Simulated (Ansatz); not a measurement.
Born–Oppenheimer molecular dynamics of BH$_{5}$OS (8 atoms, charge 0, multiplicity 1). It starts at the highest image of a converged band, a first-order saddle point between two minima.

Level of theory: RKS PBE0/def2-mTZVP in Ansatz.

```json
{
  "ensemble": "NVE (velocity Verlet)",
  "time step": "0.5 fs",
  "steps asked": "200",
  "starting velocities drawn for": "100 K",
  "seed": "5649"
}
```

First frame:

```xyz
8
Properties=species:S:1:pos:R:3
B 0.078 0.243 0.264
O -0.236 -0.281 1.659
H -1.115 -0.679 1.687
H 1.213 0.051 -0.056
H -0.794 0.047 -0.534
S -0.095 2.213 0.870
H 1.188 2.385 1.260
H -0.348 1.050 1.870
```

(1) How far do the bonds stretch over the last three quarters of this one trajectory? (Pairs bonded in most of those frames.)

## Answers

(1) 
```csv
bond,mean (Å),spread (Å),shortest,longest
B1–H4,1.189,0.012,1.17,1.21
B1–H5,1.195,0.013,1.17,1.22
B1–S6,1.813,0.072,1.69,1.92
O2–H3,0.969,0.025,0.92,1.02
O2–H8,0.983,0.058,0.89,1.07
S6–H7,1.353,0.008,1.34,1.36
```

Mean temperature of the second half: 406 K. The conserved energy stayed within 0.56 meV per atom of its start (net change -0.32 meV per atom), so the integration is sound. The kinetic energy rose, since the run started high on the potential surface and went downhill. It ends in pieces (BH3S + H2O), so much of that is their flight and rotation, not heat. A run of 0.1 ps of so small a system gives no equilibrium averages. The orbitals stay closed-shell, which can raise the energy where a bond breaks towards radicals; this wasn't checked here.

Time of the run: 3.8 min on 2 threads of Arm Neoverse V2 (shared host), peak memory 0.14 GiB.
